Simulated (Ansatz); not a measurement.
```yaml
crystal:
  periodic: [false, false, false]
  atoms:
    - {symbol: C, position_ang: [-1.669581, 0.111703, 0.014722]}
    - {symbol: O, position_ang: [-0.202815, 0.302155, -0.322458]}
    - {symbol: C, position_ang: [0.557623, -0.488486, 0.293711]}
    - {symbol: C, position_ang: [1.998689, -0.144926, -0.025594]}
    - {symbol: O, position_ang: [2.744253, 0.590960, 0.677766]}
    - {symbol: H, position_ang: [-2.063353, -0.039631, -0.931049]}
    - {symbol: H, position_ang: [-1.927155, 1.094153, 0.396177]}
    - {symbol: H, position_ang: [-1.733891, -0.700747, 0.633073]}
    - {symbol: H, position_ang: [2.464236, -0.807841, -0.784190]}
basis:
  gaussian: {orbitals: aug-pcseg-2}
hamiltonian: {xc: {name: BHLYP}, dispersion: d4, pseudopotentials: {relativity: none}}
output: {forces: true}
```

```sh
$ ansatz run in.yaml --threads 2 --pin off --events-out ev --progress --plain --max-ram 4352MiB
```

It prints (some lines left out):

```
Functional definition: BHLYP
1385 factors; their error is unknown
mean field evaluation 1: about -7260.2345 eV, gradient 4.9e1 eV
mean field evaluation 2: about -7257.2151 eV, gradient 6.6e1 eV
mean field evaluation 4: about -7264.9668 eV, gradient 2.5e0 eV
mean field evaluation 8: about -7264.9844 eV, gradient 1.5e-1 eV
mean field evaluation 16: about -7265.0197 eV, gradient 1.3e-3 eV
mean field -7265.01966369 eV, -266.9845482334 hartree, gradient 4.5e-5 eV, S^2 0.000000; 0 other end points of the search recorded, 0 dependent functions left out
reference -7265.01986940 eV, -266.9845557931 hartree; 19, 19 occupied and 303, 303 virtual orbitals, 1385 factors
Total energy: -7265.16281240 eV, -266.9898088516 hartree
Atom 0 at    -1.669581     0.111703     0.014722 Å, force     2.692625     2.921360    -1.300657 eV/Å
Atom 1 at    -0.202815     0.302155    -0.322458 Å, force    -1.856055    -0.353183     0.833713 eV/Å
Atom 2 at     0.557623    -0.488486     0.293711 Å, force     1.891206     0.639409    -0.239421 eV/Å
Atom 3 at     1.998689    -0.144926    -0.025594 Å, force     2.670510     1.338940     2.905211 eV/Å
Atom 4 at     2.744253     0.590960     0.677766 Å, force    -3.248300    -2.569097    -2.733977 eV/Å
Atom 5 at    -2.063353    -0.039631    -0.931049 Å, force    -1.197405    -0.330911    -1.344058 eV/Å
Atom 6 at    -1.927155     1.094153     0.396177 Å, force    -0.377077    -0.550411     0.254093 eV/Å
Atom 7 at    -1.733891    -0.700747     0.633073 Å, force    -0.285151    -1.514886     1.554205 eV/Å
Atom 8 at     2.464236    -0.807841    -0.784190 Å, force    -0.290354     0.418781     0.070891 eV/Å
Dipole moment:    -0.913824    -0.158390    -0.427489 e Å
```

Run time 13 s (2 threads of an Arm Neoverse V1 on a shared host); peak host memory 1.1 GiB.
